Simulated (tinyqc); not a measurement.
A ladder of methods, and size consistency: correlation methods against full CI in the sto-3g basis, for BH3, spin multiplicity 1. Computed by the program tinyqc with PySCF. 

Geometry (angstrom):
```
atom        x        y       z
B      0.0000   0.0000  0.0430
H      1.2440   0.0000  0.0000
H     -0.6220   1.0770  0.0000
H     -0.6220  -1.0770  0.0000
```

RHF energy of one = -26.057674 hartree

All electrons correlated; +Q is the Davidson correction (1 - c0^2) E_corr. The last columns treat two copies 100 angstrom apart as one system. FCI is the lowest singlet.

Correlation energies (hartree):
```
method   E_corr of one  share of FCI (%)  E_corr of two at 100 angstrom  two minus twice one (mhartree)
MP2          -0.039720           67.7732                      -0.079441                          0.0000
CISD         -0.056886           97.0618                      -0.110063                          3.7089
CISD+Q       -0.058867          100.4427                      -0.117012                          0.7224
CCSD         -0.058151           99.2206                      -0.116302                          0.0000
CCSD(T)      -0.058435           99.7047                      -0.116870                          0.0000
FCI          -0.058608          100.0000                              -                               -
```

MP2 recovers 68 %, CISD 97.1 % and CCSD 99.2 % of the FCI value (c0^2 = 0.965 in CISD). MP2 and coupled cluster are size consistent, so their last column vanishes; CISD loses 3.71 mhartree, since a double excitation on each copy is a quadruple of the pair, and the Davidson correction leaves +0.72.
